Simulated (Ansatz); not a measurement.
# Multireference treatment of NO2 (charge -1), singlet

Calculated in Ansatz's Gaussian-basis code. Basis cc-pVDZ, nonrelativistic, 3 orbitals frozen in the corrections. State-specific CASSCF; RHF is the lowest restricted (open-shell) Hartree–Fock solution met. No symmetry is imposed, so a solution can break that of the shape. Lower solutions, or ones in other orbitals, may exist.

Geometry:

```xyz
3

N     0.0000    0.0000   -0.4201
O     0.0000    0.9763    0.1838
O     0.0000   -0.9763    0.1838
```

What do CASSCF and its corrections give against RHF in CAS(4,3), and what are the occupations?

CASSCF -0.811 eV, SC-NEVPT2 -14.115 eV; occupations 1.99, 1.95, 0.06.
